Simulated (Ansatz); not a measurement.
The input, for Ansatz 0.2.0:

```yaml
crystal:
  periodic: [false, false, false]
  atoms:
    - {symbol: B, position_ang: [0.000000, -0.177334, 0.779019]}
    - {symbol: N, position_ang: [0.000000, 0.095319, -0.698970]}
    - {symbol: H, position_ang: [0.000000, 0.577479, 1.357515]}
basis:
  gaussian: {orbitals: cc-pVDZ}
magnetization: {spin_polarized: true, initial_magnetization: 3}
correlation: {method: ccsdt_q, electrons: outside_noble_gas}
```

```sh
$ ansatz run in.yaml --threads 1 --pin off --events-out ev --progress --plain --max-ram 2393MiB
```

Output:

```
596 factors; integrals over basis functions are off by at most 1.5e-7 eV
mean field evaluation 1: about -2162.9641 eV, gradient 9.8e0 eV
mean field evaluation 2: about -2162.9655 eV, gradient 9.8e0 eV
mean field evaluation 4: about -2164.1308 eV, gradient 1.3e0 eV
mean field evaluation 8: about -2164.2177 eV, gradient 1.8e-1 eV
mean field evaluation 16: about -2162.9661 eV, gradient 9.8e0 eV
mean field evaluation 32: about -2162.6645 eV, gradient 1.2e0 eV
mean field evaluation 64: about -2161.5751 eV, gradient 1.9e0 eV
mean field evaluation 96: about -2160.0370 eV, gradient 1.8e0 eV
mean field evaluation 128: about -2162.5149 eV, gradient 1.1e-3 eV
mean field evaluation 160: about -2164.2153 eV, gradient 2.5e-1 eV
...
cycle  11  -4.95692864 eV  change   -1.4e-4 eV  update   1.6e-4
cycle  12  -4.95696547 eV  change   -3.7e-5 eV  update   9.0e-5
cycle  13  -4.95696856 eV  change   -3.1e-6 eV  update   4.5e-5
cycle  14  -4.95694937 eV  change    1.9e-5 eV  update   3.0e-5
cycle  15  -4.95691646 eV  change    3.3e-5 eV  update   1.9e-5
cycle  16  -4.95690868 eV  change    7.8e-6 eV  update   1.1e-5
cycle  17  -4.95691144 eV  change   -2.8e-6 eV  update   6.3e-6
cycle  18  -4.95691684 eV  change   -5.4e-6 eV  update   3.2e-6
cycle  19  -4.95691897 eV  change   -2.1e-6 eV  update   1.6e-6
cycle  20  -4.95691907 eV  change   -9.5e-8 eV  update   8.6e-7
perturbative correction -0.00597302 eV, -0.0002195045 hartree
Total energy: -2169.18281344 eV, -79.7159980691 hartree
```

Ran on 1 thread of Arm Neoverse V1, shared host: 8.5 s wall, 0.18 GiB peak host memory.
